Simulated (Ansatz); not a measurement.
A nudged elastic band was laid between two geometries of CH4AlO (7 atoms, charge 0, multiplicity 2).

Method: UKS PBE/def2-SVPD (Ansatz 0.2.0).

- movable images: 9
- climbing image: yes
- spring: 5.0 eV/Å²
- optimiser: quadratic models (default)
- start path: through a guess of the saddle point
- force threshold: 0.03 eV/Å
- iteration limit: 60
- end points: relaxed

Initial state:

```xyz
7
Properties=species:S:1:pos:R:3
C -0.607 0.823 0.030
O 0.194 -0.307 0.274
Al 1.143 -1.453 -0.615
H -0.627 1.111 -1.045
H -0.227 1.691 0.610
H -1.652 0.629 0.353
H 1.837 -2.562 0.346
```

Final state:

```xyz
7
Properties=species:S:1:pos:R:3
C -0.432 0.561 0.127
O 0.426 -0.602 0.081
Al 1.415 -1.580 -1.557
H -0.513 0.906 -0.920
H 0.021 1.355 0.751
H -1.434 0.292 0.513
H 0.578 -1.000 0.958
```

(1) Which bonds break or form, and what moves?

(2) Give the energies along the band, and the barrier.

(3) What is the geometry of the highest image?

Answers

(1) Bonds broken: Al3–H7. Bonds formed: O2–H7.

(2) The run converged. The highest image is number 7 of 0 to 10, 1.82 eV above the first end and 0.43 eV above the last; the last end lies 1.39 eV above the first. Beside the main top the profile has a ripple of under 15 meV (maxima at images 3, 7), which may be a very shallow well or noise. A vibrational analysis at the climbing image gives one clearly imaginary mode, 1137i cm⁻¹: a first-order saddle point.

```json
{"image": "0", "path coordinate (Å)": "0.00", "energy (eV)": "0.00", "Al3–H7 (Å)": "1.62", "O2–H7 (Å)": "2.79"}
{"image": "1", "path coordinate (Å)": "0.58", "energy (eV)": "0.02", "Al3–H7 (Å)": "1.62", "O2–H7 (Å)": "2.76"}
{"image": "2", "path coordinate (Å)": "1.15", "energy (eV)": "0.08", "Al3–H7 (Å)": "1.63", "O2–H7 (Å)": "2.80"}
{"image": "3", "path coordinate (Å)": "1.73", "energy (eV)": "0.08", "Al3–H7 (Å)": "1.63", "O2–H7 (Å)": "2.88"}
{"image": "4", "path coordinate (Å)": "2.31", "energy (eV)": "0.07", "Al3–H7 (Å)": "1.63", "O2–H7 (Å)": "2.86"}
{"image": "5", "path coordinate (Å)": "2.88", "energy (eV)": "0.28", "Al3–H7 (Å)": "1.61", "O2–H7 (Å)": "2.53"}
{"image": "6", "path coordinate (Å)": "3.46", "energy (eV)": "1.08", "Al3–H7 (Å)": "1.68", "O2–H7 (Å)": "1.92"}
{"image": "7", "path coordinate (Å)": "4.04", "energy (eV)": "1.82", "Al3–H7 (Å)": "1.88", "O2–H7 (Å)": "1.28"}
{"image": "8", "path coordinate (Å)": "4.43", "energy (eV)": "1.49", "Al3–H7 (Å)": "2.26", "O2–H7 (Å)": "1.00"}
{"image": "9", "path coordinate (Å)": "4.81", "energy (eV)": "1.40", "Al3–H7 (Å)": "2.63", "O2–H7 (Å)": "0.98"}
{"image": "10", "path coordinate (Å)": "5.20", "energy (eV)": "1.39", "Al3–H7 (Å)": "2.71", "O2–H7 (Å)": "0.97"}
```

(3) 
```xyz
7
Properties=species:S:1:pos:R:3:forces:R:3
C -0.502 0.595 0.062 0.00 0.00 0.00
O 0.056 -0.709 -0.128 0.00 0.00 0.00
Al 1.565 -1.572 -1.005 0.00 0.00 0.00
H -0.653 1.073 -0.927 0.00 0.00 0.00
H 0.182 1.229 0.663 0.00 0.00 0.00
H -1.476 0.515 0.582 0.00 0.00 0.00
H 0.889 -1.199 0.708 0.00 0.00 0.00
```

Run time: 6 min on 2 threads of Arm Neoverse V1, with other jobs on the host, peak memory 0.19 GiB.
